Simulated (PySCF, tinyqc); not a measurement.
Worked calculation: CCSD on RHF in the sto-3g basis, frozen core, for HF, spin multiplicity 1. The lowest restricted solution is unstable here: a spin-polarised one lies 0.0053 hartree lower (PySCF). One step of it, computed by the program tinyqc.

Question. Orthogonalisation. S = U s U^T; symmetric (Loewdin) form X = U s^(-1/2) U^T, so that X^T S X = 1.

overlap S, lower triangle:
```
           1F 1s     1F 2s    1F 2px    1F 2py    1F 2pz     2H 1s
1F 1s   1.000000
1F 2s   0.237990  1.000000
1F 2px  0.000000  0.000000  1.000000
1F 2py  0.000000  0.000000  0.000000  1.000000
1F 2pz  0.000000  0.000000  0.000000  0.000000  1.000000
2H 1s   0.021143  0.248181  0.000000  0.000000  0.220165  1.000000
```

Give: eigenvalues of S; X.

Answer.

eigenvalues of S: 0.6245  0.8540  1.0000  1.0000  1.1268  1.3948

X, lower triangle:
```
          1F 1s    1F 2s  1F 2px  1F 2py   1F 2pz   2H 1s
1F 1s    1.0226
1F 2s   -0.1265   1.0487
1F 2px   0.0000   0.0000  1.0000
1F 2py   0.0000   0.0000  0.0000  1.0000
1F 2pz  -0.0027   0.0229  0.0000  0.0000   1.0198
2H 1s    0.0134  -0.1364  0.0000  0.0000  -0.1185  1.0454
```
